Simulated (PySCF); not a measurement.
## HO, SMILES `[OH]` (charge 0, multiplicity 2)

The numbers are results of ωB97X-D3(BJ)/def2-TZVP // B3LYP-D3(BJ)/def2-TZVP in PySCF, not measurements.

```
Property                                       Result
-----------------------------  ----------------------
highest occupied spin orbital               -11.83 eV
dipole moment                                  1.78 D
total energy                              -75.7764 Ha
cost                           roughly 6 core-seconds
```

```xyz
2

O      0.4883     0.0000     0.0000
H     -0.4883     0.0000     0.0000
```
Charge 0, spin multiplicity 2.
